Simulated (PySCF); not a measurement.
**Field gradients at the hydrogen positions**

Compound: 3-methyl-2-butanol, C5H12O.
Cartesian coordinates in Å at the PBE0-D3(BJ)/def2-SVP level; atoms count from 1:
```xyz
18
C5H12O angstrom
C     -1.6782    1.0362    0.0566
C     -0.6062    0.0152   -0.3086
C     -0.9276   -1.3515    0.2873
C      0.7778    0.5272    0.1068
C      1.9263   -0.3643   -0.3379
O      0.7666    0.6806    1.5096
H     -2.6746    0.6987   -0.2676
H     -1.7019    1.1908    1.1455
H     -1.4816    2.0117   -0.4161
H     -0.5795   -0.0778   -1.4098
H     -1.9395   -1.6731   -0.0028
H     -0.2263   -2.1298   -0.0490
H     -0.8842   -1.3077    1.3860
H      0.9070    1.5174   -0.3808
H      1.8707   -1.3509    0.1450
H      2.8944    0.0884   -0.0664
H      1.9243   -0.5064   -1.4296
H      1.6327    0.9954    1.7852
```

Level: PBE0/pcSseg-1 (PySCF, non-relativistic); Q(2H) = 0.00286 b; rigid geometry, the same for H and D, with no vibrational averaging.

Task: Rank these positions by the coupling χzz of a deuteron there, largest first.
A. H14 (methine hydrogen)
B. H10 (methine hydrogen)
C. H11 (methyl hydrogen)
D. H18 (hydroxyl hydrogen)

Result: D (319 kHz), C (197 kHz), B (188 kHz), A (177 kHz).

Task: Tabulate Vzz, the asymmetry η and χzz = 234.96 MHz × Q × Vzz for every hydrogen position.

Result: 
```
atom  bonded to  bond length (Å)  Vzz (au)     η  χzz (kHz)
  H7         C1            1.101    0.2933  0.03        197
  H8         C1            1.100    0.2904  0.02        195
  H9         C1            1.102    0.2919  0.03        196
 H10         C2            1.105    0.2791  0.02        188
 H11         C3            1.101    0.2935  0.03        197
 H12         C3            1.100    0.2944  0.03        198
 H13         C3            1.100    0.2902  0.02        195
 H14         C4            1.111    0.2635  0.04        177
 H15         C5            1.100    0.2921  0.01        196
 H16         C5            1.103    0.2898  0.03        195
 H17         C5            1.101    0.2917  0.02        196
 H18         O6            0.962    0.4747  0.14        319
```

Task: Average by the element that carries the hydrogen.

Result: on C: 194 kHz over 11 positions, mean bond length 1.102 Å; on O: 319 kHz over 1 position, mean bond length 0.962 Å.

Task: How does χzz go with the bond length over the 11 C–H bonds?

Result: A straight-line fit has a slope of -17.6 kHz for each 0.01 Å, with a correlation coefficient of -0.97, over lengths from 1.100 to 1.111 Å. The longer bonds have the smaller couplings here.

One conformer (not necessarily the lowest) at the PBE0-D3(BJ)/def2-SVP geometry, without solvent, vibrations or thermal averaging. The small basis limits the accuracy of the gradients.
